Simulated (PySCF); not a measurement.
Molecule: oxalyl dichloride, C2Cl2O2.

Geometry:
| atom | x (Å) | y (Å) | z (Å) |
| --- | --- | --- | --- |
| O1 | -0.992 | 1.403 | -0.231 |
| C2 | -0.712 | 0.277 | -0.014 |
| Cl3 | -1.875 | -0.977 | 0.326 |
| C4 | 0.736 | -0.276 | 0.009 |
| O5 | 1.020 | -1.392 | 0.264 |
| Cl6 | 1.896 | 0.968 | -0.382 |

Geometry PBE0-D3(BJ)/def2-SVP throughout; GIAO in PySCF 2.14, gas phase, one conformer, non-relativistic; equivalent atoms averaged; basis pcSseg-2.

(1) How do the shifts δ (against H2O, TMS, HCl at the same level) depend on the functional? (ppm; last column core-seconds on 1 thread of an Arm Neoverse V2, shared host; the GGAs took longer than the global hybrids here, which isn't the general rule, and the cause wasn't traced)

(2) Which nucleus moves most, in ppm?

## Answers

(1) 
```
functional           kind  O1/O5  C2/C4  Cl3/Cl6  core-s
       KT2            GGA  560.7  165.2    442.5      24
       KT3            GGA  554.6  163.6    433.3      23
     B97-D            GGA  571.3  170.2    461.0      23
     B3LYP  global hybrid  609.2  176.0    451.7      18
      PBE0  global hybrid  610.5  174.3    439.3      15
  mPW1PW91  global hybrid  610.8  174.7    439.7      19
```

(2) O1/O5 (carbonyl oxygen): from 554.6 ppm with KT3 to 610.8 ppm with mPW1PW91. The smallest spread is 12.4 ppm, at C2/C4.
